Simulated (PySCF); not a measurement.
# One shape, several levels: NH3S (Thiohydroxylamine)

We compute a comparison of 6 runs (B2PLYP/STO-6G, UPBE0/STO-6G, wB97X-V/STO-6G, UMP2/STO-6G, NEVPT2(2,2)/STO-6G, UCCSD(T)/STO-6G) of NH3S (Thiohydroxylamine). 

Program for the calculation: PySCF 2.14.0.

5 further runs of the same task are left out: 5 set aside as unsound or not needed.

## Step 1: The molecule

The species is NH3S (5 atoms), meant as a singlet with charge 0. As SMILES, `NS`. The S2–H5 distance was set to 2.008 Å, away from the relaxed value. At this shape a bond of the SMILES string is far longer than usual.

Bond lengths: N1–S2 1.719 Å, N1–H3 1.015 Å, N1–H4 1.015 Å. Angles: S2–N1–H3 109.8°, S2–N1–H4 109.7°, H3–N1–H4 108.9°. A long bond or contact: S2–H5 2.008 Å.

## Step 2: The energy at B2PLYP/STO-6G (run 1)

File input.py:

```python
from pyscf import gto, dft, mp

molecule = gto.M(
    atom='''
N     -0.636346    -0.719435     0.190896
S     -0.305316     0.742335     1.032926
H     -0.458546    -1.512725     0.798026
H     -1.609576    -0.736755    -0.096614
H      1.115440     1.378440    -0.234860
''',
    spin=0,
    charge=0,
    verbose=4,
    basis='sto-6g',
    max_memory=1860,
)

ks = dft.RKS(molecule, xc='0.53*HF + 0.47*B88, 0.73*LYP')
ks.conv_tol = 1e-10
ks.grids.level = 5
ks.kernel()
if not ks.converged:
    ks = ks.newton().run(ks.mo_coeff, ks.mo_occ)

pt = mp.MP2(ks, frozen=6).run()
e_tot = ks.e_tot + 0.27 * pt.e_corr
print('PT2 part  %.8f' % (0.27 * pt.e_corr))
print('E = %.10f Eh' % e_tot)
```

Started as:

```
$ OMP_NUM_THREADS=1 python input.py
```

Log:

```text
PySCF version 2.14.0

[... 73 lines left out ...]
converged SCF energy = -452.711153273284
[... 1 line left out ...]
******** <class 'pyscf.mp.mp2.RMP2'> ********
nocc = 7, nmo = 11
frozen orbitals 6
E(RMP2) = -452.8487209901  E_corr = -0.13756771681612
E(SCS-RMP2) = -452.866251796813  E_corr = -0.155098523529068
E_corr(same-spin) = -0.0115185422887796
E_corr(oppo-spin) = -0.12604917452734
PT2 part  -0.03714328
E = -452.7482965568 Eh
```

Wall time 2.4 s (1 thread of Arm Neoverse V2, shared host); peak memory 0.19 GiB.

## Step 3: The energy at UPBE0/STO-6G (run 2)

File job.py:

```python
from pyscf import gto, dft

mol = gto.M(
    atom='''
N   -0.636346  -0.719435   0.190896
S   -0.305316   0.742335   1.032926
H   -0.458546  -1.512725   0.798026
H   -1.609576  -0.736755  -0.096614
H    1.115440   1.378440  -0.234860
''',
    spin=0,
    verbose=3,
    max_memory=1860,
    basis='sto-6g',
)

ks = dft.UKS(mol)
ks.xc = 'pbe0'
ks.grids.level = 5
ks.conv_tol = 1e-10
ks.kernel()
if not ks.converged:
    ks = ks.newton().run(ks.mo_coeff, ks.mo_occ)
for _ in range(3):
    mo, _, stable, _ = ks.stability(return_status=True)
    if stable:
        break
    ks.kernel(ks.make_rdm1(mo, ks.mo_occ))

energy = ks.e_tot
print('Final energy', energy)
```

Started as:

```
$ OMP_NUM_THREADS=1 python job.py
```

Log:

```text
converged SCF energy = -452.81842427849  <S^2> = 4.0385658e-05  2S+1 = 1.0000808
<class 'pyscf.dft.uks.UKS'> wavefunction has an internal instability
converged SCF energy = -452.81842428305  <S^2> = 0.00056146672  2S+1 = 1.0011223
<class 'pyscf.dft.uks.UKS'> wavefunction is stable in the internal stability analysis
Final energy -452.8184242830497
```

Run time: 20 s. Hardware: 1 thread of Arm Neoverse V2, shared host; peak memory 0.39 GiB.

Runs 3 to 5 aren't shown in full; the table further down has their settings and results.

## Step 4: A single-point energy at UCCSD(T)/STO-6G (run 6)

File job.py:

```python
from pyscf import gto, cc

system = gto.Mole()
system.atom = '''
N       -0.636346      -0.719435       0.190896
S       -0.305316       0.742335       1.032926
H       -0.458546      -1.512725       0.798026
H       -1.609576      -0.736755      -0.096614
H        1.115440       1.378440      -0.234860
'''
system.spin = 0
system.basis = 'sto-6g'
system.charge = 0
system.verbose = 3
system.max_memory = 1860
system.build()

calc0 = system.UHF()
calc0.conv_tol = 1e-10
calc0.kernel()
if not calc0.converged:
    calc0 = calc0.newton().run(calc0.mo_coeff, calc0.mo_occ)
for _ in range(3):
    mo, _, stable, _ = calc0.stability(return_status=True)
    if stable:
        break
    calc0.kernel(calc0.make_rdm1(mo, calc0.mo_occ))

mycc = cc.CCSD(calc0, frozen=6)
mycc.kernel()
e_t = mycc.ccsd_t()
e_final = mycc.e_tot + e_t
print('E = %.10f Eh' % e_final)
```

Started as:

```
$ OMP_NUM_THREADS=1 python job.py
```

Log:

```text
converged SCF energy = -452.012621488545  <S^2> = 8.412826e-12  2S+1 = 1
<class 'pyscf.scf.uhf.UHF'> wavefunction has an internal instability
converged SCF energy = -452.046739767098  <S^2> = 0.67279992  2S+1 = 1.9212495
<class 'pyscf.scf.uhf.UHF'> wavefunction is stable in the internal stability analysis
E(UCCSD) = -452.1613302936847  E_corr = -0.1145905265862217
UCCSD(T) correction = -0.00188726375061984
E = -452.1632175574 Eh
```

Run time: 0.9 s. Hardware: 1 thread of Arm Neoverse V2, shared host; peak memory 0.12 GiB.

## Step 5: The series

| run | level | frozen core orbitals | follow instability | energy (Eh) | dipole moment (D) of the reference | HOMO energy (eV) | LUMO energy (eV) | wall time |
| --- | --- | --- | --- | --- | --- | --- | --- | --- |
| 1 | B2PLYP/STO-6G | 6 | – | -452.748297 | 1.67 | -5.10 | 3.02 | 2.4 s |
| 2 | UPBE0/STO-6G | – | yes | -452.818424 | 1.76 | -3.58 | 1.67 | 20 s |
| 3 | wB97X-V/STO-6G | – | – | -452.940394 | 1.69 | -6.25 | 3.90 | 15 s |
| 4 | UMP2/STO-6G | 6 | yes | -452.111400 | 1.52 | -6.88 | 6.60 | 0.78 s |
| 5 | NEVPT2(2,2)/STO-6G | – | – | -452.144187 | 1.52 | -7.27 | 5.55 | 0.82 s |
| 6 | UCCSD(T)/STO-6G | 6 | yes | -452.163218 | 1.52 | -6.88 | 6.60 | 0.9 s |

## Step 6: Outcome

| quantity | value |
| --- | --- |
| run 6: total energy | -452.16322 Eh |
| run 6: dipole moment (Hartree–Fock density) | 1.52 D |
| run 6: HOMO energy (Hartree–Fock orbitals) | -6.88 eV |
| run 6: LUMO energy (Hartree–Fock orbitals) | 6.60 eV |
| run 6: HOMO–LUMO gap (Hartree–Fock orbitals) | 13.48 eV |
| run 6: correlation energy (6 core orbitals frozen) | -116.5 mEh |
| run 6: (T) correction | -1.89 mEh |
| run 6: ⟨S²⟩ of the reference determinant | 0.673 |
| run 6: T1 diagnostic | 0.077 |

Over runs 1, 2, 3 the dipole moment (its size) runs from 1.67 D (B2PLYP/STO-6G) to 1.76 D (UPBE0/STO-6G). A double hybrid's value is that of its SCF part. Over runs 1, 2, 3 the HOMO–LUMO gap runs from 5.25 eV (UPBE0/STO-6G) to 10.15 eV (wB97X-V/STO-6G). Totals of different functionals can't be ranked against each other. In runs 1, 2, 3, 4, 5, 6 the basis is minimal, so the values are rough. Spin contamination of the reference: run 4 ⟨S²⟩ = 0.67, run 6 ⟨S²⟩ = 0.67. Where it is this large, the reference is a mixture of spin states, and values that rest on it are in doubt. All runs together took 40 s, the longest 20 s.
